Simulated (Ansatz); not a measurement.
Basis-set extrapolation for C₃H₄S, SMILES `C#CSC` (PBE0-D4/def2-TZVP geometry, frozen core, Ansatz 0.2.0). Multiplicity 1, RHF reference.

```tsv
	def2-TZVPP	def2-QZVPP
HF	-513.444052	-513.460338
MP2 correlation	-0.652746	-0.698933
CCSD(T) correlation	-0.718942	not run
```

Energies in hartree. Use E(X) = E(∞) + A·exp(−7.88·√X) for Hartree–Fock and E(X) = E(∞) + B·X^(−2.97) for correlation, with X = 3 and 4, and add CCSD(T) minus MP2 of the smaller set to the MP2 limit.

Question: What is the CCSD(T) energy at the basis-set limit?

Answer: HF limit: -513.460338 + (-0.016286) × 0.13774 = -513.46258. MP2 limit: -0.698933 + (-0.046187) × 0.74074 = -0.73315. Higher-order term: -0.718942 − (-0.652746) = -0.06620. Total: -514.26193 hartree, 2.69 eV below CCSD(T)/def2-TZVPP.
